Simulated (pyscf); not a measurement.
Optimised with ωB97X-D3(BJ)/def2-SVP in PySCF.

### Question
`[CH3][CH2][Cl]` + `[F][C][F]` [singlet] → `[F][CH]([F])[CH2][CH2][Cl]`
Surface: singlet. Broken: C–H. Formed: C–C, C–H. Give ΔE‡ and ΔE from ωB97M-D3(BJ)/def2-TZVP, relative to the separated reactants.

### Answer
ΔE‡ = 279.1 kJ/mol, ΔE = -244.4 kJ/mol. Zero-point energy shifts the barrier by +2.3 kJ/mol. It is an insertion, with an imaginary mode of 1152i cm⁻¹. From the product side, •H₂C–CH₂–CH(F)–F + Cl• lies, by one bond made or cut, 156.7 kJ/mol under this saddle at ωB97M-D3(BJ). One saddle was located; it need not be the lowest between these sides.
